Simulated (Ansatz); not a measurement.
A nudged elastic band was laid between two geometries of C₂H₃Cl₂N (8 atoms, charge 0, multiplicity 1).

Level of theory: RKS B3LYP-D4/def2-mTZVP in Ansatz.

| Quantity | Value |
| --- | --- |
| movable images | 5 |
| climbing image | yes |
| spring | 5.0 eV/Å² |
| optimiser | quadratic models (default) |
| start path | through a guess of the saddle point |
| force threshold | 0.05 eV/Å |
| iteration limit | 60 |
| end points | relaxed |

Image 0:

```xyz
8
Properties=species:S:1:pos:R:3
C -0.541 -0.563 0.831
N -0.033 0.663 0.257
C 0.576 0.749 -0.811
Cl 0.990 -0.601 -1.922
Cl 1.154 2.288 -1.427
H -0.332 -1.450 0.231
H -0.103 -0.684 1.823
H -1.618 -0.459 0.963
```

Image 6:

```xyz
8
Properties=species:S:1:pos:R:3
C -0.601 -0.910 0.672
N -0.141 0.272 0.291
C 0.381 0.709 -0.878
Cl 0.891 -0.539 -1.997
Cl 1.475 2.096 -0.710
H -0.504 -1.754 0.013
H -0.253 1.029 0.961
H -1.157 -0.961 1.592
```

Which bonds break or form, and what moves?

Bonds broken: C1–H7. Bonds formed: N2–H7.

What energy profile does the band end with?

The run converged. The highest image is number 3 of 0 to 6, 77.5 kcal/mol above the first end and 35.8 kcal/mol above the last; the last end lies 41.8 kcal/mol above the first. Neighbouring images differ by up to 2.2 eV, so the band resolves the path poorly. A vibrational analysis at the climbing image gives one clearly imaginary mode, 1623i cm⁻¹: a first-order saddle point. The orbitals stay closed-shell, which can raise the energy where a bond breaks towards radicals; this wasn't checked here.

```
image  path coordinate (Å)  energy (kcal/mol)  C1–H7 (Å)  N2–H7 (Å)
    0                 0.00                0.0       1.09       2.07
    1                 0.57                3.0       1.09       1.97
    2                 1.13               27.8       1.13       1.64
    3                 1.70               77.5       1.48       1.15
    4                 2.16               57.2       1.81       1.02
    5                 2.62               43.8       1.97       1.01
    6                 3.08               41.8       1.99       1.02
```

What is the geometry of the highest image?


```xyz
8
Properties=species:S:1:pos:R:3:forces:R:3
C -0.676 -0.800 0.676 0.00 0.00 0.00
N -0.211 0.430 0.207 -0.01 -0.01 0.01
C 0.546 0.704 -0.792 0.00 0.01 0.00
Cl 1.058 -0.516 -1.944 0.00 0.00 0.00
Cl 1.251 2.289 -0.969 0.00 0.00 0.00
H -0.544 -1.704 0.093 0.00 0.00 0.00
H 0.152 0.258 1.288 0.00 0.00 0.00
H -1.484 -0.718 1.384 0.00 0.00 0.00
```

The band took 14 iterations and about 6 core-minutes.

Time of the run: 3.3 min on 2 threads of Arm Neoverse V1, on a shared host, peak memory 0.24 GiB.
